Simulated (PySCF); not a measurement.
Where the electron goes

Compound: C3H7OP.
Cartesian coordinates in Å at the GFN2-xTB level; atoms count from 1:
```xyz
12
C3H7OP angstrom
C     -1.4648   -0.0452   -0.3932
C     -0.2890    0.1241    0.5307
C      0.9574    0.8780   -0.0381
P      1.1699   -0.8949    0.2056
O      1.2825   -1.8525   -0.8972
H     -1.9287    0.9155   -0.6161
H     -2.2154   -0.6935    0.0551
H     -1.1321   -0.4987   -1.3265
H     -0.5438    0.3909    1.5484
H      1.4110    1.6099    0.6121
H      0.8672    1.2079   -1.0654
H      1.8870   -1.1422    1.3587
```

Theory: TDDFT CAM-B3LYP/def2-SVPD, vertical, gas phase, core orbitals frozen in the response (PySCF 2.14.0, density-fitted response routines).

Kohn–Sham orbitals with the atoms that hold most of them (Löwdin shares over 4%, at most four atoms; ? is withheld):

```json
{"orbital": "LUMO+2", "ε (eV)": "1.54", "atoms": "P4 18%, C3 18%, H12 13%, H11 12%"}
{"orbital": "LUMO+1", "ε (eV)": "1.47", "atoms": "H12 34%, P4 17%, O5 10%, H9 10%"}
{"orbital": "LUMO", "ε (eV)": "1.19", "atoms": "?"}
{"orbital": "HOMO", "ε (eV)": "?", "atoms": "?"}
{"orbital": "HOMO-1", "ε (eV)": "-9.47", "atoms": "O5 44%, C3 14%, P4 14%, C2 12%"}
{"orbital": "HOMO-2", "ε (eV)": "-10.94", "atoms": "O5 36%, C3 16%, C2 14%, P4 12%"}
{"orbital": "HOMO-3", "ε (eV)": "-11.72", "atoms": "O5 40%, P4 21%, C1 12%, C2 7%"}
```

**Question.** Which atoms hold the LUMO, and with what shares?

**Answer.** C2 (bonded to 2 C, P and H) 15%; C1 (bonded to C and 3 H) 14%; P4 (bonded to 2 C, O and H) 13%; C3 (bonded to C, P and 2 H) 12%. By element: carbon 41%, phosphorus 13%.

**Question.** Give the leading atoms of the HOMO.

**Answer.** O5 (bonded to P) 37%; P4 (bonded to 2 C, O and H) 20%; C2 (bonded to 2 C, P and H) 17%; C3 (bonded to C, P and 2 H) 15%. By element: oxygen 37%, carbon 32% or more, phosphorus 20%.

**Question.** What is the HOMO energy, and the HOMO–LUMO gap?

**Answer.** ε(HOMO) = -8.56 eV; the gap is 9.75 eV (0.3584 hartree).

**Question.** How does S1 compare with the orbital gap of 9.75 eV?

**Answer.** S1 is at 6.22 eV (f = 0.0063), 3.53 eV below the gap, made of HOMO→LUMO (42%), HOMO→LUMO+1 (27%), HOMO→LUMO+2 (10%). Without the coupling terms of the response equations the lowest excitation would equal the gap.

Next come S2 at 6.78 eV (f 0.0010), HOMO→LUMO+1 (60%), HOMO→LUMO (36%); S3 at 6.98 eV (f 0.035), HOMO→LUMO+2 (50%), HOMO-1→LUMO (15%); S4 at 7.24 eV (f 0.104), HOMO→LUMO+2 (30%), HOMO-1→LUMO (23%), HOMO-1→LUMO+2 (19%); S5 at 7.43 eV (f 0.013), HOMO→LUMO+3 (76%), HOMO→LUMO (9%).

Löwdin shares depend on the basis, the more so with diffuse functions.

Rough CPU time on one thread of a shared machine: about 50 s.
